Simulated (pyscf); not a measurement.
## Four-centre exchange: AlH [singlet] + ammonia (NH₃) → H₂N–Al [singlet] + hydrogen (H₂)

Gas phase, singlet surface, charge 0. Bonds broken: Al1–H2, N3–H4. Bonds formed: Al1–N3, H2–H4. Structures and frequencies: ωB97X-D3(BJ)/def2-SVP in PySCF.

Transition state (Å):

```xyz
6

Al     0.1347     0.2236     1.0217
H     -1.7914     0.2309     1.3629
N     -0.8734    -0.1809    -0.6694
H     -1.6687     0.1835     0.3329
H     -1.2407    -1.1102    -0.8790
H     -0.6511     0.2835    -1.5499
```

One imaginary mode, 1481i cm⁻¹; descent along it reached the two sides named, in the forms told below.

```tsv
bond	change	reactant side (Å)	saddle	product side
Al1–H2	breaks	1.672	1.956	4.4
N3–H4	breaks	1.023	1.330	2.7
Al1–N3	forms	2.233	2.010	1.805
H2–H4	forms	2.7	1.038	0.762
```

Electronic energies relative to the separated reactants (kcal/mol):

```tsv
level	barrier	reaction energy	reverse barrier
ωB97X-D3(BJ)/def2-TZVP	6.2	-25.7	32.0
PBE/def2-TZVP	1.3	-25.1	26.3
r²SCAN/def2-TZVP	1.8	-27.1	28.9
B3LYP-D3(BJ)/def2-TZVP	6.0	-25.5	31.5
PBE0-D3(BJ)/def2-TZVP	3.5	-24.3	27.8
M06-2X/def2-TZVP	5.5	-28.0	33.5
ωB97M-D3(BJ)/def2-TZVP	7.2	-24.6	31.8
HF/def2-TZVP	24.0	-19.5	43.6
```

With ωB97M-D3(BJ)/def2-TZVP energies and thermal terms (ideal gas, 1 atm, RRHO with modes under 100 cm⁻¹ raised to 100, one conformer, R ln 2 for chiral ones without a mode under 150 cm⁻¹), in kcal/mol:

```csv
T (K),ΔH‡,ΔG‡,ΔH,ΔG
298,5.4,13.7,-27.1,-26.3
600,5.4,22.3,-26.2,-25.8
900,5.8,30.7,-25.5,-25.8
1200,6.3,38.9,-25.1,-25.9
```

On the reactant side the descent ends in an adduct with a Al–N contact, 17.2 kcal/mol under the separated species and 23.4 kcal/mol under the saddle at ωB97X-D3(BJ)/def2-TZVP. What is counted as formed (Al–N) is already present as a longer contact in the reactant adduct; forming that adduct is a step of its own. At the saddle there is also a short Al–H contact that neither side keeps. One saddle was located; it need not be the lowest between these sides.
